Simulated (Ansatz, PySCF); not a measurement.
Molecule: acetylene, C2H2 (charge 0, singlet). SMILES: C#C
Geometry: optimised at B3LYP-D3(BJ)/def2-TZVP (Ansatz, a program for electronic structure).

Wanted: atomisation energy (electronic, to ground-state atoms), in eV. Correlated levels leave the core frozen unless marked. Open shells are spin-unrestricted. No spin-orbit coupling. No relativistic terms. The coupled-cluster limit lacks core correlation, which all-electron functionals hold. CBS marks a two-point X^-3 extrapolation of the correlation energy; Hartree-Fock from the larger set.

| level | program | atomisation energy (eV) |
|---|---|---|
| HF/def2-TZVPD | PySCF | 12.71 |

Predict the CCSD(T)/CBS(aug-cc-pVTZ,aug-cc-pVQZ) result (Ansatz).

17.49 eV, so HF/def2-TZVPD differs from it by -4.78 eV.
